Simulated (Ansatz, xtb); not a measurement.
C3H8S2: which of two isomers lies lower

We compare a, `SCCCS`, a singlet, with b, `CCSSC`, a singlet. Both are isolated molecules in the gas phase, relaxed with PBE-D3(BJ)/def2-SVP; each stands in its lowest conformer found.

Energies in hartree; the thermal terms are from GFN2-xTB frequencies at re-optimised GFN2-xTB minima (ideal gas, soft modes damped towards free rotors, one conformer each, 298.15 K, 1 atm) and include the zero-point energy:

|  | a | b |
| --- | --- | --- |
| E, CCSD(T)/def2-SVP | −913.772712 | −913.772204 |
| E, MP2/def2-SVP | −913.678327 | −913.678091 |
| E, MP2/def2-TZVPP | −914.268962 | −914.277804 |
| zero-point energy | 0.099868 | 0.103845 |
| H(298 K) − E | 0.108303 | 0.112736 |
| G(298 K) − E | 0.067508 | 0.070997 |

Question: Correct the CCSD(T) difference for the basis set by the MP2 change, then work out ΔE, ΔE₀, ΔH and ΔG for a → b in kcal/mol (1 Eh = 627.51 kcal/mol) and the equilibrium ratio [b]/[a].

Answer: 1. Differences b − a: CCSD(T) +0.000508, MP2 in the small set +0.000236, MP2 in the large set −0.008842 Eh.
2. ΔE = +0.000508 + (−0.008842 − (+0.000236)) = −0.008570 Eh = −5.38 kcal/mol.
3. ΔE₀ = ΔE + ΔZPE = −0.008570 + (+0.003977) Eh = −2.88 kcal/mol.
4. ΔH = ΔE + (+0.004433) Eh = −2.60 kcal/mol.
5. ΔG = ΔE + (+0.003489) Eh = −3.19 kcal/mol, so ΔS = (ΔH − ΔG)/T = +8.3 J/(mol K).
6. kT = 0.9442 mEh, so K = [b]/[a] = exp(−ΔG/kT) = exp(+5.38) ≈ 220.

The sums favour b, but ΔE leans on the basis-set step (CCSD(T) alone has the other sign or is under 1 kcal/mol), so the order isn't settled. An error of 1 kcal/mol in ΔG would change K by a factor of 5.4. The basis-set step is large, which makes the value less sure. MP2/def2-SVP, CCSD(T)/def2-SVP found them nearly level. Mirror images and further conformers aren't counted.

As drawn, b has 1 S–S, 2 C–H in place of 1 C–C, 2 S–H.

Other levels gave ΔE = −13.2 (GFN2-xTB); −11.9 (HF/STO-3G, GFN2-xTB geometries); −4.3 (r2SCAN-D4/def2-SVP, GFN2-xTB geometries); −5.6 (PBE-D3(BJ)/def2-SVP); −0.7 (HF/def2-SVP); +0.1 (MP2/def2-SVP); +0.3 (CCSD(T)/def2-SVP) kcal/mol. The correlated steps freeze 13 core orbitals. Programs: Ansatz 0.2.0, xtb 6.7.1.
